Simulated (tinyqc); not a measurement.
CCSD on RHF in the sto-3g basis, frozen core, for H2O, spin multiplicity 1, step by step. One step of it, computed by the program tinyqc.

Question. CCSD: starting amplitudes. t_ij^ab = <ij||ab> / (e_i + e_j - e_a - e_b), whose energy is MP2.

orbital energies (hartree): MO1 -20.282410, MO2 -1.200617, MO3 -0.506450, MO4 -0.452051, MO5 -0.394420, MO6 0.451391, MO7 0.509683

Two-electron integrals over orbitals (pq|rs), unique and non-zero (hartree); the lowest 1 orbital is frozen and left out:
```
(22|22) 0.726873    (32|32) 0.126252    (33|22) 0.614903    (33|33) 0.589807
(42|22) -0.031923   (42|33) 0.001103    (42|42) 0.129017    (43|32) 0.025671
(43|43) 0.059678    (44|22) 0.645384    (44|33) 0.558619    (44|42) -0.083035
(44|44) 0.662111    (52|52) 0.152126    (53|53) 0.026715    (54|52) -0.044717
(54|54) 0.045814    (55|22) 0.757477    (55|33) 0.602222    (55|42) -0.085567
(55|44) 0.667129    (55|55) 0.880159    (62|22) 0.127017    (62|33) 0.068318
(62|42) 0.036325    (62|44) 0.049570    (62|55) 0.132691    (62|62) 0.095041
(63|32) -0.027522   (63|43) -0.036583   (63|63) 0.067496    (64|22) 0.138795
(64|33) 0.055088    (64|42) -0.063359   (64|44) 0.130538    (64|55) 0.163850
(64|62) 0.053732    (64|64) 0.114104    (65|52) 0.046819    (65|54) 0.008071
(65|65) 0.033748    (66|22) 0.600555    (66|33) 0.549686    (66|42) 0.039301
(66|44) 0.550035    (66|55) 0.586822    (66|62) 0.094997    (66|64) 0.061187
(66|66) 0.587419    (72|32) 0.056532    (72|43) -0.032136   (72|63) 0.029151
(72|72) 0.067770    (73|22) 0.168177    (73|33) 0.091049    (73|42) -0.083579
(73|44) 0.126206    (73|55) 0.205212    (73|62) 0.062779    (73|64) 0.113695
(73|66) 0.049967    (73|73) 0.166573    (74|32) -0.072858   (74|43) -0.020554
(74|63) 0.055237    (74|72) -0.014873   (74|74) 0.075488    (75|53) 0.023770
(75|75) 0.023925    (76|32) 0.077166    (76|43) 0.065023    (76|63) -0.057999
(76|72) -0.006480   (76|74) -0.063051   (76|76) 0.106737    (77|22) 0.595695
(77|33) 0.574176    (77|42) -0.013454   (77|44) 0.559782    (77|55) 0.592320
(77|62) 0.055435    (77|64) 0.048091    (77|66) 0.547851    (77|73) 0.083168
(77|77) 0.580402
```

Give: Starting amplitudes; correlation energy.

Answer.

Starting amplitudes (spin orbitals 1a, 1b, ...; amplitudes related by a flip of all spins are not repeated):
```
from      to        t
3a 3b  7a 7b  -0.0820
4a 4b  6a 6b  -0.0631
3a 4b  6b 7a   0.0592
4a 4b  7a 7b  -0.0392
3a 3b  6a 6b  -0.0352
3a 4a  6a 7a   0.0305
3a 4b  6a 7b  -0.0288
2a 2b  6a 6b  -0.0288
2a 3b  6a 7b  -0.0235
2a 4b  6a 6b  -0.0210
5a 5b  6a 6b  -0.0200
2a 2b  7a 7b  -0.0198
5a 5b  7a 7b  -0.0132
2a 3a  6a 7a  -0.0126
2a 3b  6b 7a   0.0109
2a 4b  7a 7b   0.0056
```

correlation energy = -0.058338 hartree
